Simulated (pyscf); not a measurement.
Elementary routes open to `[OH][SiH2][OH]` + `[SiH4]` in the gas phase (singlet surface):
A. `[OH][SiH3]` + `[OH][SiH3]` (O–Si, H–Si broken; O–Si, H–Si formed)
B. `[OH][SiH]([OH])[SiH3]` + `[H][H]` (H–Si, H–Si broken; Si–Si, H–H formed)

Structures and frequencies: ωB97X-D3(BJ)/def2-SVP in PySCF.

Problem. Rank the routes by free-energy barrier at 298 K, lowest first, for ωB97M-D3(BJ)/def2-TZVP energies (ideal gas, 1 atm, RRHO with modes under 100 cm⁻¹ raised to 100, one conformer, R ln 2 for chiral ones without a mode under 150 cm⁻¹).

Solution. A (169.8 kJ/mol), B (351.1 kJ/mol)

Route A is the fastest of these, ahead of the next by 181.4 kJ/mol. The most stable products are those of A (ΔG = +24.7 kJ/mol), so kinetics and thermodynamics agree. At 1200 K A is still the fastest. Only these routes are compared; each barrier is that of the saddle found, and lower ones may exist.
